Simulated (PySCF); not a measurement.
**Working out the ionisation energy of S**

S [Ne] 3s2 3p4 (3P) → S⁺ [Ne] 3s2 3p3 (4S). Calculation: PySCF 2.14, in x2c-TZVPPall (5s5p3d1f, 42 functions); the spin-free X2C one-electron Hamiltonian (Gaussian nucleus). Frozen: 1s2. Energies in hartree (1 hartree = 27.21139 eV):

| part | S (lower) | S⁺ (upper) |
| --- | --- | --- |
| UHF | -398.584438 | -398.245528 |
| CCSD correlation | -0.297537 | -0.266779 |
| (T) | -0.006127 | -0.004921 |

Problem. What does Hartree-Fock give?

Solution. (-398.245528) − (-398.584438) = 0.338910 hartree = 9.222 eV.

Problem. What do CCSD and CCSD(T) give?

Solution. The CCSD correlation energies differ by 0.030758 hartree = 0.837 eV and the triples by 0.001206 hartree = 0.033 eV, so CCSD gives 10.059 eV and CCSD(T) 10.092 eV.

Measured between the centres of the two terms (NIST): 10.336 eV, so CCSD(T) (valence and next inner shell) is off by -0.244 eV.

What remains against the reference includes basis incompleteness, the frozen core and higher excitations.
